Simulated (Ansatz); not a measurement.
Basis-set extrapolation for `C#CC(N)C=C` (PBE0-D4/def2-TZVP geometry, frozen core, the Gaussian-basis code of Ansatz). Multiplicity 1, RHF reference.

```
                      def2-TZVPP   def2-QZVPP
                 HF  -247.861800  -247.872843
    MP2 correlation    -1.003594    -1.069132
CCSD(T) correlation    -1.089698      not run
```

Energies in hartree. Use E(X) = E(∞) + A·exp(−7.88·√X) for Hartree–Fock and E(X) = E(∞) + B·X^(−2.97) for correlation, with X = 3 and 4, and add CCSD(T) minus MP2 of the smaller set to the MP2 limit.

What is the CCSD(T) energy at the basis-set limit?

HF limit: -247.872843 + (-0.011043) × 0.13774 = -247.87436. MP2 limit: -1.069132 + (-0.065538) × 0.74074 = -1.11768. Higher-order term: -1.089698 − (-1.003594) = -0.08610. Total: -249.07814 hartree, 79.5 kcal/mol below CCSD(T)/def2-TZVPP.
